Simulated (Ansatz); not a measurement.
Input file:

```yaml
crystal:
  periodic: [false, false, false]
  atoms:
    - {symbol: Ge, position_ang: [0.049662, -0.033907, 0.682366]}
    - {symbol: P, position_ang: [-0.115212, 0.029514, -1.625999]}
    - {symbol: H, position_ang: [-0.038592, 1.536654, 0.789975]}
basis:
  gaussian: {orbitals: cc-pVDZ}
magnetization: {spin_polarized: false, initial_magnetization: 2}
correlation: {method: ccsd_t, electrons: outside_noble_gas}
scf: {lower_state_search: off}
```

```sh
$ ansatz run in.yaml --threads 1 --pin off --events-out ev --progress --plain --max-ram 2393MiB
```

The program prints:

```
these checks for a lower state are left out or cut short: stability, starts, cluster_reference, orbital_swaps, neighbouring_geometries, increment
563 factors; integrals over basis functions are off by at most 1.1e-3 eV
mean field evaluation 1: about -65757.8875 eV, gradient 7.6e0 eV
mean field evaluation 2: about -65757.8906 eV, gradient 7.6e0 eV
mean field evaluation 4: about -65758.8340 eV, gradient 1.9e0 eV
mean field evaluation 8: about -65758.9168 eV, gradient 1.4e-1 eV
mean field -65758.91777539 eV, -2416.5956552501 hartree, gradient 8.9e-6 eV, S^2 2.000000; 0 other end points of the search recorded, 0 dependent functions left out
19 core orbitals not correlated: weight in the atoms' cores, before any rotation towards them, 0.999 or more for the frozen orbitals, at most 0.000 for the correlated occupied ones
reference -65758.91777539 eV, -2416.5956552501 hartree; 6, 4 occupied and 25, 27 virtual orbitals, 563 factors
second order -4.14517070 eV of doubles, -0.08440310 eV of singles
cycle   1  -4.92311902 eV  change   -6.9e-1 eV  update   7.7e-2
cycle   2  -5.19565438 eV  change   -2.7e-1 eV  update   3.2e-2
cycle   3  -5.22413130 eV  change   -2.8e-2 eV  update   1.4e-2
cycle   4  -5.22442426 eV  change   -2.9e-4 eV  update   7.7e-3
cycle   5  -5.22569078 eV  change   -1.3e-3 eV  update   4.3e-3
cycle   6  -5.22630091 eV  change   -6.1e-4 eV  update   2.1e-3
cycle   7  -5.22697970 eV  change   -6.8e-4 eV  update   1.0e-3
cycle   8  -5.22716673 eV  change   -1.9e-4 eV  update   5.6e-4
cycle   9  -5.22700642 eV  change    1.6e-4 eV  update   2.9e-4
cycle  10  -5.22711368 eV  change   -1.1e-4 eV  update   1.3e-4
cycle  11  -5.22710973 eV  change    3.9e-6 eV  update   5.5e-5
cycle  12  -5.22710825 eV  change    1.5e-6 eV  update   2.4e-5
cycle  13  -5.22708948 eV  change    1.9e-5 eV  update   1.1e-5
cycle  14  -5.22709034 eV  change   -8.6e-7 eV  update   5.0e-6
perturbative correction -0.16112109 eV, -0.0059210908 hartree
Total energy: -65764.30598682 eV, -2416.7936683680 hartree
Checks for a lower state left out: stability, starts, cluster_reference, orbital_swaps, neighbouring_geometries, increment
```

Ran on 1 thread of Arm Neoverse V2, shared host: 0.87 s wall, 0.17 GiB peak host memory.
